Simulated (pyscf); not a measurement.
## Concerted two-bond exchange: `[F][C]([F])[C]([F])([F])[F]` [doublet] -> `[F][C]([F])[C]([F])([F])[F]` [doublet]

Gas phase, doublet surface, charge 0. Bonds broken: F1–C2, C4–F5. Bonds formed: F1–C4, C2–F5. PySCF, gas phase, ωB97X-D3(BJ)/def2-SVP geometries.

Transition state (Å):

```xyz
7

F     -0.2126     0.3074     1.4820
C     -1.2474    -0.3756     0.4019
F     -1.0349    -1.6478     0.6029
C     -0.3797     0.3218    -0.5199
F     -2.2056    -0.4061    -0.9344
F     -0.5097     1.5487    -0.7773
F      0.5763    -0.2297    -1.1419
```

One imaginary mode, 798i cm⁻¹; descent along it reached the two sides named.

```json
[
 {"bond": "F1–C2", "change": "breaks", "reactant side (Å)": "1.317", "saddle": "1.644", "product side": "2.332"},
 {"bond": "C4–F5", "change": "breaks", "reactant side (Å)": "1.331", "saddle": "2.009", "product side": "2.380"},
 {"bond": "F1–C4", "change": "forms", "reactant side (Å)": "2.379", "saddle": "2.009", "product side": "1.331"},
 {"bond": "C2–F5", "change": "forms", "reactant side (Å)": "2.333", "saddle": "1.645", "product side": "1.317"}
]
```

Electronic energies relative to the reactant's lowest minimum found (eV):

```json
[
 {"level": "ωB97X-D3(BJ)/def2-TZVP", "barrier": "4.17", "reaction energy": "0.00", "reverse barrier": "4.17"},
 {"level": "PBE/def2-TZVP", "barrier": "3.48", "reaction energy": "0.00", "reverse barrier": "3.48"},
 {"level": "r²SCAN/def2-TZVP", "barrier": "3.76", "reaction energy": "0.00", "reverse barrier": "3.76"},
 {"level": "B3LYP-D3(BJ)/def2-TZVP", "barrier": "3.89", "reaction energy": "0.00", "reverse barrier": "3.89"},
 {"level": "PBE0-D3(BJ)/def2-TZVP", "barrier": "4.10", "reaction energy": "0.00", "reverse barrier": "4.10"},
 {"level": "M06-2X/def2-TZVP", "barrier": "4.46", "reaction energy": "0.00", "reverse barrier": "4.46"},
 {"level": "ωB97M-D3(BJ)/def2-TZVP", "barrier": "4.10", "reaction energy": "0.00", "reverse barrier": "4.10"},
 {"level": "HF/def2-TZVP", "barrier": "5.12", "reaction energy": "0.00", "reverse barrier": "5.12"}
]
```

With ωB97M-D3(BJ)/def2-TZVP energies and thermal terms (ideal gas, 1 atm, RRHO with modes under 100 cm⁻¹ raised to 100, one conformer, R ln 2 for rigid chiral ones), in eV:

```json
[
 {"T (K)": "298", "ΔH‡": "4.01", "ΔG‡": "4.00", "ΔH": "0.00", "ΔG": "0.00"},
 {"T (K)": "600", "ΔH‡": "4.01", "ΔG‡": "3.99", "ΔH": "0.00", "ΔG": "0.00"},
 {"T (K)": "900", "ΔH‡": "4.00", "ΔG‡": "3.98", "ΔH": "0.00", "ΔG": "0.00"},
 {"T (K)": "1200", "ΔH‡": "3.98", "ΔG‡": "3.97", "ΔH": "0.00", "ΔG": "0.00"}
]
```

From the product side, F–C(F)=C(F)–F + F• lies, by one bond made or cut, 0.96 eV under this saddle at ωB97M-D3(BJ). The same reactants have a lower exit, to F–C(F)=C(F)–F + F• (no saddle counted: cutting one bond, which may have a small barrier of its own, costs +3.15 eV at ωB97M-D3(BJ), against +4.10 eV here). This is the saddle that the search found; another between the same sides may lie lower.
